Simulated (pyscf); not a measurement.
`[OH][SiH]([Cl])[Cl]` + `[H][H]` → `[Cl][SiH2][Cl]` + `[OH2]`, a four-centre exchange (singlet surface; O–Si, H–H broken, H–Si, H–O formed). Single points on ωB97X-D3(BJ)/def2-SVP structures (PySCF, gas phase). Energies in kcal/mol from the separated reactants.

Small-basis levels: PySCF, no dispersion term, spherical d functions. AM1 to PM7: differences of heats of formation from MOPAC, which are fitted to 298 K values and so differ in kind from electronic energies by zero-point and thermal terms. Cost: rough CPU time at the saddle relative to B3LYP/6-31G*, from one job on a shared machine.

```csv
level,barrier,reaction energy,cost
HF/STO-3G,74.7,+10.8,0.05
MP2/6-31G*,67.7,+28.0,0.1
SVWN5/6-31G*,39.8,+27.2,1
PBE/def2-SVP,44.4,+21.5,2
B3LYP/def2-SVP,52.5,+21.2,1
AM1,63.9,+14.3,under 0.02
PM7,80.5,+54.6,under 0.02
ωB97M-D3(BJ)/def2-TZVP,54.8,+22.7,–
```

Against the last row the barrier runs from -15.0 (SVWN5/6-31G*) to +25.7 kcal/mol (PM7). ωB97M-D3(BJ)/def2-TZVP has limits of its own. On the product side the descent ends in a complex, 4.7 kcal/mol under the separated species and 37.2 kcal/mol under the saddle at ωB97X-D3(BJ)/def2-TZVP. One saddle was located; it need not be the lowest between these sides.
